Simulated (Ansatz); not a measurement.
**NH3 (triplet): wave-function methods side by side at distance H1–H2 along a hydrogen transfer = 0.745 Å, cc-pVDZ**

Aim: climb from Hartree-Fock through coupled cluster and multireference methods for NH3 (triplet) at one geometry and basis, and see what each rung misses.

Method: cc-pVDZ, core rule «outside noble gas», up to 1 orbitals frozen; program: Ansatz 0.2.0, Gaussian basis.

To be run: UHF; CCSD(T) on ROHF; CCSD(T) on UHF; BCCD(T) on ROHF; CISD; CCSDT(Q) on ROHF; CCSDT(Q) on UHF; CISDTQ; CCSDTQ on ROHF; CCSDTQ on UHF; CASSCF and MRCISD+Q, 4 electrons in 4 orbitals; CASSCF and NEVPT2, 4 electrons in 4 orbitals; CASSCF and MRCISD+Q, 8 electrons in 7 orbitals; CASSCF and NEVPT2, 8 electrons in 7 orbitals; Full CI.

### 1 The system

The geometry derives from fragments relaxed apart (PBE0/def2-TZVP) and kept rigid, so it is no stationary point. A hydrogen atom is moved between rigid fragments.

4 atoms, charge 0, spin multiplicity 3.

Atoms are counted from 1 here; the program's logs count them from 0.

Bond lengths: H1–H2 0.745 Å, H2–N3 1.275 Å, N3–H4 1.040 Å. Angles: H1–H2–N3 180.0°, H2–N3–H4 105.0°.

### 2 UHF

The input, in.yaml:

```yaml
crystal:
  periodic: [false, false, false]
  atoms:
    - {symbol: H, position_ang: [-1.840913, 0.059434, 0.000000]}
    - {symbol: H, position_ang: [-1.095913, 0.059434, 0.000000]}
    - {symbol: N, position_ang: [0.179087, 0.059434, 0.000000]}
    - {symbol: H, position_ang: [0.448169, -0.944792, 0.000000]}
basis:
  gaussian: {orbitals: cc-pVDZ}
magnetization: {spin_polarized: true, initial_magnetization: 2}
hamiltonian: {xc: hf}
output: {orbitals: {seedname: orbitals}}
```

Run with:

```sh
> ansatz run in.yaml --threads 1 --pin off --events-out ev --progress --plain --max-ram 2880MiB --backend cpu
```

After this run come: CCSD(T) on ROHF; CCSD(T) on UHF; BCCD(T) on ROHF; CISD; CCSDT(Q) on ROHF; CCSDT(Q) on UHF; CISDTQ; CCSDTQ on ROHF; CCSDTQ on UHF; CASSCF and MRCISD+Q, 4 electrons in 4 orbitals; CASSCF and NEVPT2, 4 electrons in 4 orbitals; CASSCF and MRCISD+Q, 8 electrons in 7 orbitals; CASSCF and NEVPT2, 8 electrons in 7 orbitals; Full CI.

Q: Predict the results of all the runs planned. Wanted: FCI below the RHF energy; RMP2 from FCI; UMP2 from FCI; RCCSD from FCI; RCCSD(T) from FCI; UCCSD(T) from FCI; RCCSDT(Q) from FCI; UCCSDT(Q) from FCI; NEVPT2 pair from FCI.

The runs gave:

```
                         quantity                                                                                                                         value
         FCI below the RHF energy                                                                                                                    -5.0814 eV
                    RMP2 from FCI                                                                                                                  +80.3 kJ/mol
                    UMP2 from FCI                                                                                                                  +80.0 kJ/mol
                   RCCSD from FCI                                                                                                                   +9.8 kJ/mol
                RCCSD(T) from FCI                                                                                                                   +1.7 kJ/mol
                UCCSD(T) from FCI                                                                                                                   +1.7 kJ/mol
               RCCSDT(Q) from FCI                                                                                                                    0.0 kJ/mol
               UCCSDT(Q) from FCI                                                                                                                   -0.1 kJ/mol
             NEVPT2 pair from FCI                                                                                                                  +72.0 kJ/mol
           MRCISD+Q pair from FCI                                                                                                                   -0.6 kJ/mol
          NEVPT2 valence from FCI                                                                                                                  +68.5 kJ/mol
levels within 1 kcal/mol (43 meV)  RCCSD(T), UCCSD(T), BCCD(T), RCCSDT, UCCSDT, CISDTQ, RCCSDT(Q), UCCSDT(Q), RCCSDTQ, UCCSDTQ, MRCISD+Q pair, MRCISD+Q valence
                    T1 diagnostic                                                                                                                         0.029
   effectively unpaired electrons                                                                                                                          2.03
```

RCCSD(T) misses by +1.7 kJ/mol, 0.4 % of the correlation energy. MRCISD+Q pair falls below full CI: the +Q correction isn't variational, and the cores differ from full CI's. One determinant dominates. Of the multireference levels listed MRCISD+Q valence comes nearest in total energy (+0.2 kJ/mol), which doesn't show that its space is the better one. These misses are within one basis, not against nature; the frozen cores of restricted and unrestricted runs differ, which can shift their rows.
